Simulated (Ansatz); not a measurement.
# [H···H···SiH$_{3}$], doublet along the distance H1-H2

Starting geometry:

```xyz
6

H    -2.7234    0.0000    0.0000
H    -1.9784    0.0000    0.0000
Si    0.1086    0.0000    0.0000
H     0.5586   -1.4163    0.0000
H     0.5586    0.7081   -1.2265
H     0.5586    0.7081    1.2265
```

From there H2 is moved from one fragment to the other while all else, the fragments' distance too, stays fixed; atoms are numbered as listed. Energies are in kJ/mol, counted from the starting geometry at the same level.

Basis cc-pVDZ; Ansatz 0.2.0. Only valence electrons are correlated (noble-gas cores frozen). Prefix R: restricted or restricted open-shell reference; prefix U: unrestricted. Active spaces: valence = (9e, 9o) chosen from the atoms' valence shells.

For open shells CISD is restricted-active-space CI with the open shells as a complete middle space. Runs in a small pair space aren't shown, since their orbitals change along the scan.

Full CI isn't at hand for all of this; UCCSDT(Q) serves as the reference, and is uncertain by about the last step of the cluster series. The frozen core follows each run's orbitals, which can shift R against U totals by a few meV.

```tsv
distance H1-H2 (Å)	UCCSDT(Q)	error RHF	error UHF	error CISD	error RCCSDT	error RCCSDT(Q)	error CASSCF (valence space)
0.693	8.5	-4.3	-3.2	-0.9	0.0	0.0	-0.3
0.745	0.0	0.0	0.0	0.0	0.0	0.0	0.0
0.837	4.5	8.5	4.8	1.8	0.0	0.0	0.4
0.930	19.7	17.6	7.1	3.8	0.0	0.0	0.5
1.022	33.3	22.0	5.2	4.6	0.1	0.0	-0.1
1.115	39.6	12.3	-0.4	4.0	0.1	0.0	-1.8
1.207	38.7	-2.7	-7.6	1.4	0.0	0.0	-3.8
1.300	36.5	-14.9	-14.5	-1.3	0.0	0.0	-5.9
1.392	40.9	-23.2	-19.9	-3.3	0.0	0.0	-7.4
```

Errors are those of relative energies. In total energy the starting point itself misses UCCSDT(Q) by: RHF 437.6, UHF 430.1, CISD 32.9, RCCSDT 0.2, RCCSDT(Q) 0.0, CASSCF (valence space) 275.1 kJ/mol.

Spread of the error over the points with a reference, to 1.392 Å (largest less smallest): RCCSDT(Q) 0.0, RCCSDT 0.1, CISD 7.9, CASSCF (valence space) 8.0, UHF 27.0, RHF 45.2 kJ/mol.
